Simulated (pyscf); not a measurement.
**Four-centre exchange: H₃Sn–SnH₃ + water (H₂O) → HO–SnH₃ + SnH₄**

Gas phase, singlet surface, charge 0. Bonds broken: Sn1–Sn2, O9–H10. Bonds formed: Sn1–O9, Sn2–H10. Structures and frequencies: ωB97X-D3(BJ)/def2-SVP in PySCF.

Transition state (Å):

```xyz
11

Sn    -0.1696     0.9894    -0.7308
Sn    -0.4528    -1.5112     1.5867
H      0.8629     1.6372     0.4365
H     -0.6600     2.1508    -1.8865
H      0.2640    -0.4613    -1.4902
H     -0.6192    -1.7716     3.2837
H     -0.7125    -3.0775     0.8981
H      1.2617    -1.3095     1.3869
O     -2.0769     0.8671     0.1951
H     -1.7247    -0.0423     0.8397
H     -2.8262     0.6188    -0.3727
```

One imaginary mode, 880i cm⁻¹; descent along it reached the two sides named, in the forms told below.

```
bond     change  reactant side (Å)  saddle  product side
-------  ------  -----------------  ------  ------------
Sn1–Sn2  breaks                2.7     3.4           4.0
O9–H10   breaks              0.965   1.169           2.8
Sn1–O9    forms                3.1   2.124         1.989
Sn2–H10   forms                3.4   2.082         1.704
```

Electronic energies relative to the separated reactants (kcal/mol):

```
level                   barrier  reaction energy  reverse barrier
----------------------  -------  ---------------  ---------------
ωB97X-D3(BJ)/def2-TZVP     41.9            +16.8             25.1
PBE/def2-TZVP              31.5            +11.9             19.6
r²SCAN/def2-TZVP           33.4            +11.0             22.4
B3LYP-D3(BJ)/def2-TZVP     34.9            +11.5             23.4
PBE0-D3(BJ)/def2-TZVP      35.3            +13.9             21.4
M06-2X/def2-TZVP           32.8             +6.1             26.8
ωB97M-D3(BJ)/def2-TZVP     37.2            +10.7             26.5
HF/def2-TZVP               52.9             +8.5             44.5
```

With ωB97M-D3(BJ)/def2-TZVP energies and thermal terms (ideal gas, 1 atm, RRHO with modes under 100 cm⁻¹ raised to 100, one conformer, R ln 2 for chiral ones without a mode under 150 cm⁻¹), in kcal/mol:

```csv
T (K),ΔH‡,ΔG‡,ΔH,ΔG
298,34.4,43.8,+8.3,+8.1
600,34.7,53.3,+8.0,+8.1
900,35.6,62.4,+8.2,+8.1
1200,36.6,71.1,+8.4,+8.1
```

On the reactant side the descent ends in a complex (not fully relaxed), 5.1 kcal/mol under the separated species and 47.0 kcal/mol under the saddle at ωB97X-D3(BJ)/def2-TZVP. This is the saddle that the search found; another between the same sides may lie lower. Elements past Kr carry the def2 core potentials, without spin-orbit coupling.
